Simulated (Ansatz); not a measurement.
## Reading a saddle point

A first-order saddle point of HClF, doublet, PBE0-D4/def2-TZVP, with one imaginary mode of 672i cm⁻¹:

```tsv
atom	x (Å)	y (Å)	z (Å)
H1	0.4484	-0.2563	0.1999
F2	-1.0588	-0.5171	0.4043
Cl3	0.6104	0.7734	-0.6041
```

Ansatz 0.2.0; basis: def2-TZVPP and def2-QZVPP; cores frozen in the correlated methods; orbitals are unrestricted. Extrapolation: Hartree–Fock as exp(−7.88 √X), correlation as X^−2.97.

Problem. Which contacts change along the imaginary mode, and what lies on either side? (Judge from chemistry; the calculation decides.)

Solution. Computed: The step is Cl + HF → HCl + F, with the molecules in contact on both sides. Shortening one way: H1–Cl3; lengthening the same way: H1–F2.
```csv
pair,one side (Å),saddle (Å),other side (Å)
H1–Cl3,2.33,1.32,1.28
H1–F2,0.93,1.54,2.41
```

Problem. Which side is lower, and how far does the saddle lie above each? (An estimate is asked for; the value comes from the calculation.)

Solution. The calculation gives: The side with H1–F2 short is lower by 1.540 eV; the saddle lies 1.704 eV above it and 0.163 eV above the other (CCSD(T) at an estimated basis limit (MP2 extrapolated from triple and quadruple zeta, plus CCSD(T) − MP2 in triple zeta); electronic energies).

The T1 diagnostic stays at or below 0.038. ⟨S²⟩ of the unrestricted Hartree–Fock references: 0.76 (a pure state has 0.75).

For scale, one of the runs: CCSD(T)/def2-TZVPP, 87 basis functions, launched by `ansatz run in.yaml --threads 2 --pin off --events-out ev --progress --plain --max-ram 4352MiB`. Hardware: 2 CPU threads, shared host. Wall time about 6.5 s.
